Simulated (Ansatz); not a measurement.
We consider LaGaO3 (Pnma, No. 62), described by r²SCAN+rVV10 in Ansatz (PAW).

Run with plane-wave cutoff 560 eV, 6×6×6 k mesh, Fermi–Dirac smearing 0.01 eV, scalar-relativistic PAW data made under PBE.

Cell (relaxed at this level):

```
CELL_PARAMETERS angstrom
      5.47980     0.00000     0.00000
      0.00000     7.75225     0.00000
      0.00000     0.00000     5.51141
ATOMIC_POSITIONS crystal
  La 0.98220 0.25000 0.00489
  La 0.01780 0.75000 0.99511
  La 0.51780 0.75000 0.50489
  La 0.48220 0.25000 0.49511
  Ga 0.00000 0.00000 0.50000
  Ga 0.00000 0.50000 0.50000
  Ga 0.50000 0.00000 0.00000
  Ga 0.50000 0.50000 0.00000
  O  0.50724 0.25000 0.93144
  O  0.49276 0.75000 0.06856
  O  0.99276 0.75000 0.43144
  O  0.00724 0.25000 0.56856
  O  0.72845 0.03664 0.27108
  O  0.27155 0.53664 0.72892
  O  0.77155 0.96336 0.77108
  O  0.22845 0.46336 0.22892
  O  0.27155 0.96336 0.72892
  O  0.72845 0.46336 0.27108
  O  0.22845 0.03664 0.22892
  O  0.77155 0.53664 0.77108
```

Task: Give the computed band gap.

Result: 
* **band gap**: 4.46 eV (on the SCF k mesh)

Note: the relaxation could not lower the start's symmetry, so the cell can be a saddle point above a distorted one.

Spin–orbit coupling is not included.

Computed values are for the static lattice.

Ansatz is a quantum-chemistry and plane-wave program.
